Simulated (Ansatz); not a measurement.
## Structure relaxation of Ir₂Pt

All numbers below come from DFT PBE, scalar-relativistic, plane waves, PAW in Ansatz 0.2.0. Cutoff 420 eV, Γ-centred k mesh, Gaussian smearing, no spin polarisation in the final step.

The start puts Ir₂Pt on the cubic Laves (C15) structure type (Fd-3m, No. 227), with Pt in place of Mg, Ir in place of Cu, at a guessed volume.

```yaml
crystal:
  lattice:
    - [0.00000, 3.48716, 3.48716]
    - [3.48716, 0.00000, 3.48716]
    - [3.48716, 3.48716, 0.00000]
  atoms:
    - { symbol: Ir, position: [0.62500, 0.62500, 0.62500] }
    - { symbol: Ir, position: [0.12500, 0.62500, 0.62500] }
    - { symbol: Ir, position: [0.62500, 0.62500, 0.12500] }
    - { symbol: Ir, position: [0.62500, 0.12500, 0.62500] }
    - { symbol: Pt, position: [0.00000, 0.00000, 0.00000] }
    - { symbol: Pt, position: [0.25000, 0.25000, 0.25000] }
```

Cell and atoms relax at zero pressure; the relaxation can't lower the symmetry of the start. After a coarse first stage the cell is made exact in the group found at 0.06 Å.

Energies over the elements count from the elements' standard structures at the same level, with no empirical corrections.

Q: What does it relax into?

A: It keeps Fd-3m (No. 227). The result has the cubic Laves (C15) structure. Conventional cell: a = 7.277 Å. Ir has 6 Ir at 2.57 Å and 6 Pt at 3.02 Å; Pt is coordinated by 12 Ir at 3.02 Å and 4 Pt at 3.15 Å.

Space group Fd-3m:1 (No. 227). a = 7.277 Å, b = 7.277 Å, c = 7.277 Å, α = 90.00°, β = 90.00°, γ = 90.00°
```json
{"atom": "Ir", "site": "16c", "symmetry": ".-3m", "x": "0.1250", "y": "0.1250", "z": "0.1250"}
{"atom": "Pt", "site": "8b", "symmetry": "-43m", "x": "0.0000", "y": "0.0000", "z": "0.5000"}
```

Q: What are its volume, energy, density and gap?

A: The volume per atom is 16.06 Å³ and the density is 19.98 g/cm³. The energy over the elements is 0.64 eV/atom. The gap on the 10×10×10 mesh is 0 eV (a metal).

The final run used a 10×10×10 mesh on its 6-atom cell and 0.10 eV smearing. The k mesh leaves about 4 meV/atom of noise in metals. Spin–orbit coupling is left out. Symmetry constrained the relaxation, so the result can be a saddle point. The steps took of the order of 70 core-seconds in all.

Cost: 3 runs of about 1.1 core-minutes in all, on Intel Xeon Platinum 8375C (Ice Lake) (shared hosts).